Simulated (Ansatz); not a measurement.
Basis-set extrapolation for `[NH2][Mg][SH]` (PBE0-D4/def2-TZVP geometry, frozen core, Ansatz). Multiplicity 1, RHF reference. For Mg the program correlates outer-core shells too, which these sets cover unevenly, so the extrapolated numbers aren't a true limit.

|  | def2-TZVPP | def2-QZVPP |
| --- | --- | --- |
| HF | -653.439489 | -653.462981 |
| MP2 correlation | -0.599213 | -0.672352 |
| CCSD(T) correlation | -0.651231 | not run |

Energies in hartree. Use E(X) = E(∞) + A·exp(−7.88·√X) for Hartree–Fock and E(X) = E(∞) + B·X^(−2.97) for correlation, with X = 3 and 4, and add CCSD(T) minus MP2 of the smaller set to the MP2 limit.

Task: What is the CCSD(T) energy at the basis-set limit?

Result: HF limit: -653.462981 + (-0.023492) × 0.13774 = -653.46622. MP2 limit: -0.672352 + (-0.073139) × 0.74074 = -0.72653. Higher-order term: -0.651231 − (-0.599213) = -0.05202. Total: -654.24477 hartree, 96.7 kcal/mol below CCSD(T)/def2-TZVPP.
